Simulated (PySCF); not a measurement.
## Identify the compound

The spectra below were simulated for a compound C₅H₁₀O.

1H NMR (300 MHz, computed): δ 6.36 (dd, J = 18.0, 11.9 Hz, 1H), 5.62 (d, J = 18.0 Hz, 1H), 5.34 (d, J = 11.9 Hz, 1H), 1.28 (s, 6H), 0.40 (br s, 1H).

13C{1H} NMR (computed): δ 157.4, 115.2, 74.4, 32.0 (2C).

No relativistic terms, in vacuum, one conformer, fast rotation and ring inversion assumed for equivalent nuclei. Coordinates at the GFN2-xTB level; shielding tensors at PBE0/pcSseg-1 (GIAO); J: B3LYP/pcJ-1 (without the spin–dipole term); PySCF 2.14.0 with density-fitted response routines.

Referencing at the same level of theory: 1H, 13C against TMS.

Problem. Choose the structure that fits.
A. OCC1CCC1
B. C/C=C/COC
C. C=CC(C)(C)O
D. C/C=C(\C)OC

Solution. C. 

Rings plus π bonds: 1 (no ring in the answer). 4 carbon signals for 5 carbons: some carbons are equivalent by symmetry or fast rotation. Carbon types of the structure: 1 × C, 1 × CH, 1 × CH2, 2 × CH3, leaving 1 H on heteroatoms. δC 157.4: alkene CH; the olefinic region. δC 115.2: terminal =CH2 carbon; the olefinic region. δC 74.4: allylic fully substituted sp3 carbon bonded to O; pulled downfield by the heteroatom. δH 5.62, 5.34: hydrogen on a terminal =CH2 carbon; a vinylic proton, deshielded by the sp2 carbon and the C=C anisotropy. δH 0.40: hydrogen on an alcohol oxygen; labile proton, position sensitive to the medium. The protons at 5.62 and 6.36 share a coupling of 18.0 Hz (vicinal, trans across C=C). The protons at 5.34 and 6.36 share a coupling of 11.9 Hz (vicinal, cis across C=C).

The others: C/C=C/COC would give 5 carbon signals, not 4; OCC1CCC1 would give 6 signals for carbon-bound and other non-exchanging H, not 4; C/C=C(\C)OC would give 5 carbon signals, not 4.

Exchangeable OH/NH protons stand at their gas-phase positions; hydrogen bonding in a real sample shifts them, mostly to higher δ. Multiplet labels drop couplings under 1 Hz and merge nearly equal ones. Unscaled 3J(H,H) at this level run about 10 % above measured values. Shifts are as computed. Against solution values, carbons near 30 ppm lie about +3 ppm off and those near 130 ppm about +5 ppm. Of 1211 compounds with measured shifts, 218 miss one by over three times the rms of a fit or turn the order of signals round; such compounds aren't used in these exercises.
